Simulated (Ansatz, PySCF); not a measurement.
This Ansatz (a program for electronic structure) input computes a r2SCAN/def2-TZVPD energy:

Ansatz 0.2 input:
```yaml
crystal:
  periodic: [false, false, false]
  atoms:
    - {symbol: Cl, position_ang: [-0.00000000, -0.00000000, -0.07122178]}
    - {symbol: H, position_ang: [0.00000000, 0.00000000, 1.21077034]}
basis:
  gaussian:
    orbitals: def2-TZVPD
hamiltonian:
  xc: {name: r2SCAN}
output: {forces: true}
```

Q: Write an input for the same energy in PySCF and say what it gives.

A: 
```python
from pyscf import gto, scf, dft

mol = gto.M(
    atom='''
    Cl   -0.00000000   -0.00000000   -0.07122178
    H     0.00000000    0.00000000    1.21077034
    ''',
    basis='def2-tzvpd',
    charge=0,
    spin=0,
    verbose=4,
)

mf = dft.RKS(mol, xc='r2scan').density_fit(auxbasis='def2-universal-jkfit')
mf.grids.level = 4
mf.conv_tol = 1e-9
mf.max_cycle = 100
mf.max_memory = 1500
mf.kernel()
if not mf.converged:
    mf = mf.newton()
    mf.kernel(mf.make_rdm1())
mf.analyze()
```
It gives -460.78608 Eh, and Ansatz -460.78607 Eh, a difference of 0.01 mEh.
